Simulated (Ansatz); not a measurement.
Basis-set series for C₃H₅FN₂, SMILES `FC1=CNCN1`. Total charge 0; spin multiplicity 1. Geometry: relaxed with PBE0-D4/def2-TZVP.

```xyz
11

F     1.746    1.537   -0.974
C     0.856    0.775   -0.362
C     0.816    0.379    0.903
N    -0.448   -0.244    1.125
C    -0.942   -0.561   -0.220
N    -0.315    0.463   -1.059
H     1.480    0.635    1.711
H    -0.382   -1.076    1.694
H    -0.623   -1.571   -0.538
H    -2.031   -0.500   -0.268
H    -0.156    0.163   -2.012
```

```csv
functional,basis,functions,energy (Eh),HOMO (eV),LUMO (eV)
PBE0-D4,def2-SVP,109,-326.02984,-4.95,1.56
PBE0-D4,def2-TZVPP,256,-326.40450,-5.12,0.94
ωB97M-V,def2-SVP,109,-326.25918,-7.17,3.26
ωB97M-V,def2-TZVPP,256,-326.64570,-7.35,2.37
```

(1) Give the rows for def2-QZVPP. (Estimate.)

Results:

(1) Ansatz gave: 
```tsv
functional	basis	functions	energy (Eh)	HOMO (eV)	LUMO (eV)
PBE0-D4	def2-QZVPP	492	-326.42238	-5.17	0.47
ωB97M-V	def2-QZVPP	492	-326.66265	-7.41	1.59
```

Positive LUMOs are unbound and depend on the basis.
